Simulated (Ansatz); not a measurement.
AlHOF (SMILES [O][AlH][F]): methods side by side

AlHOF has 4 atoms, charge 0, and is taken as a doublet. SMILES: `[O][AlH][F]`. Geometry: relaxed at PBE0-D4/def2-TZVP.

Each level gives the vertical energy of the quartet above the doublet (eV). The values are calculated.

```
          level                    kind  program  value (eV)  less FCI/STO-3G  CPU time (all runs)
     UHF/STO-3G            Hartree–Fock   Ansatz        7.14            -0.46               0.65 s
    UPBE/STO-3G                     GGA   Ansatz        6.92            -0.68                7.8 s
U-r2SCAN/STO-3G                meta-GGA   Ansatz        7.21            -0.39                 25 s
   UPBE0/STO-3G           global hybrid   Ansatz        7.41            -0.19                7.2 s
 U-wB97X/STO-3G  range-separated hybrid   Ansatz        7.75            +0.15                 45 s
  UHSE06/STO-3G  range-separated hybrid   Ansatz        7.40            -0.20                8.8 s
 UB2PLYP/STO-3G           double hybrid   Ansatz        7.79            +0.19                8.2 s
    UMP2/STO-3G     perturbation theory   Ansatz        7.65            +0.05               0.59 s
UBCCD(T)/STO-3G   coupled cluster or CI   Ansatz        7.61            +0.01                1.3 s
     FCI/STO-3G      exact in the basis   Ansatz        7.60             0.00                 23 s
```

FCI/STO-3G is exact within its basis and frozen core, so for wave-function methods in that basis the difference is their error; functionals converge differently with the basis, so for them it is only a difference. The values span 6.92 to 7.79 eV. All rows use very small basis sets, so none should be taken for the real molecule's value. In so small a basis fixed costs decide the times, and correlated methods can beat functionals. CPU times are rough (shared hosts, several kinds of processor and program).
